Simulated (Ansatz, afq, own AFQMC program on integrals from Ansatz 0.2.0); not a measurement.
## Where AFQMC and coupled cluster stand for CH$_{3}$Se, doublet

| atom | x (Å) | y (Å) | z (Å) |
| --- | --- | --- | --- |
| C | -1.2154 | 0.0110 | 0.9624 |
| Se | 0.2712 | 1.2446 | 0.9556 |
| H | -1.8479 | 0.2841 | 1.8229 |
| H | -0.8738 | -1.0238 | 1.0993 |
| H | -1.8163 | 0.1071 | 0.0481 |

Connectivity, by distances: CH3–Se.

Basis def2-TZVP. Only valence electrons are correlated. Integrals, coupled cluster, full CI and functionals: Ansatz 0.2.0; the random walks run on the same integrals in our own AFQMC program. The CISD trial takes its coefficients from CCSD amplitudes. Released means that phaseless walkers are propagated on without the constraint, phases kept. Free projection: walkers drawn from exp(T), propagated without any constraint. Its projection time is finite, and what remains of the start isn't in its error. ± is one standard error of the sampling. No spin–orbit coupling.

Determinant: UHF, the one that the program's search chose, which needn't be the lowest solution. The geometry is a PBE0/def2-SVP stationary point of this or a neighbouring charge and spin state.

No full CI on the walks' own integrals is used here; CCSDT(Q) serves as the reference and is uncertain by about the last step of the cluster series.

Cautions: no relativity below Rb; no spin-orbit coupling; inner d shell frozen.

The T1 diagnostic is 0.0113, the weight of the determinant in the CISD state is 0.870 and the ⟨S²⟩ of the determinant is 0.762. The size of the correlated space is 13 electrons in 82 orbitals.

| level | correlation energy (eV) |
| --- | --- |
| MP2 | -8.1510 |
| CCSD | -9.0383 |
| CCSD(T) | -9.3784 |

**Question.** Estimate where AFQMC with the constraint released lies against CCSD(T) on the same integrals.

**Answer.** 3.4 ± 0.3 kJ/mol below CCSD(T).

Reference: CCSDT(Q), correlation energy -9.417 eV. The released energy is read at 1.50 1/Eh (meV from the phaseless value at times in 1/Eh: -6 ± 3 at 0.24, -6.2 ± 2.0 at 0.50, -10.2 ± 2.0 at 1.00, -10 ± 3 at 1.50).

```json
{"level": "CCSD(T)", "E − E(reference) (kJ/mol)": "3.7", "share of correlation (%)": "99.59"}
{"level": "CCSDT", "E − E(reference) (kJ/mol)": "1.3", "share of correlation (%)": "99.85"}
{"level": "ph-AFQMC/HF", "E − E(reference) (kJ/mol)": "2.1 ± 1.7", "share of correlation (%)": "99.77"}
{"level": "ph-AFQMC/CISD", "E − E(reference) (kJ/mol)": "1.3 ± 0.3", "share of correlation (%)": "99.86"}
{"level": "released AFQMC", "E − E(reference) (kJ/mol)": "0.3 ± 0.3", "share of correlation (%)": "99.97"}
{"level": "free AFQMC", "E − E(reference) (kJ/mol)": "0.5 ± 0.6", "share of correlation (%)": "99.95"}
```

Free projections are given only where their last times agree within the noise and don't stop above the reference; a slow remainder of the start can still hide under it. Released energies are given only where the last usable release times agree within the noise; a slower fall can still hide under it.
